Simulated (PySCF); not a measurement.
Process, species as SMILES: COC + 2 [H][H] (H2) → 2 C (CH4) + O (H2O)
B3LYP-D3(BJ)/def2-TZVP geometries, fixed; electronic energies without zero-point terms.
Largest species:
```
O
C 1 1.4094
H 2 1.0890 1 107.47
H 2 1.0983 3 109.03 1 -120.94
H 2 1.0983 3 109.03 4 -118.12
C 1 1.4094 2 112.50 3 -180.00
H 6 1.0890 1 107.47 2 180.00
H 6 1.0983 7 109.03 1 120.94
H 6 1.0983 7 109.03 8 118.12
```
Charge 0, spin multiplicity 1.

Effect of the grid level at PBE/def2-SVP with PySCF, against the last row, where the energy of full hydrogenation is -46.56 kcal/mol.

```csv
setting,"grid points, largest species",largest shift of a total energy (mEh),shift of the energy of full hydrogenation (kcal/mol)
grids.level: 0,6984,37.914,-4.246
grids.level: 1,30376,0.075,-0.038
grids.level: 2,65856,-0.002,-0.002
grids.level: 3,101168,-0.003,-0.002
grids.level: 4,179728,0.000,0.000
grids.level: 5,270176,0.000,0.000
grids.level: 7,560736,0.000,0.000
```

Within 0.05 kcal/mol in the energy of full hydrogenation: grids.level: 1; grids.level: 2; grids.level: 3; grids.level: 4; grids.level: 5. The largest shift is 37.914 mEh in a total energy and 4.246 kcal/mol in the difference.
